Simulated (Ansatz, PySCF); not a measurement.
This PySCF input computes a CCSD(T)/cc-pVDZ energy:

```python
from pyscf import gto, scf, mp, cc as ccmod

mol = gto.M(
    atom='''
    F     0.03923562    1.10057360   -0.27954166
    O    -0.01962367    0.00815420    0.59730772
    F    -0.02179237   -1.10782178   -0.25139853
    ''',
    basis='cc-pvdz',
    charge=0,
    spin=0,
    verbose=4,
)

mf = scf.RHF(mol)
mf.conv_tol = 1e-10
mf.max_cycle = 100
mf.kernel()
mp2 = mp.MP2(mf, frozen=3).run()
cc = ccmod.CCSD(mf, frozen=3)
cc.max_cycle = 100
cc.kernel()
et = cc.ccsd_t()
print(f'E(CCSD(T)) = {cc.e_tot + et:.9f}')
```

Write an input for the same energy in Ansatz (a quantum-chemistry and plane-wave program) and say what it gives.


Ansatz 0.2 input:
```yaml
crystal:
  periodic: [false, false, false]
  atoms:
    - {symbol: F, position_ang: [0.03923562, 1.10057360, -0.27954166]}
    - {symbol: O, position_ang: [-0.01962367, 0.00815420, 0.59730772]}
    - {symbol: F, position_ang: [-0.02179237, -1.10782178, -0.25139853]}
basis:
  gaussian:
    orbitals: cc-pVDZ
magnetization: {spin_polarized: false}
correlation: {method: ccsd_t, electrons: outside_noble_gas}
```
It gives -274.07138 Eh, and PySCF -274.07139 Eh, a difference of 0.01 mEh.
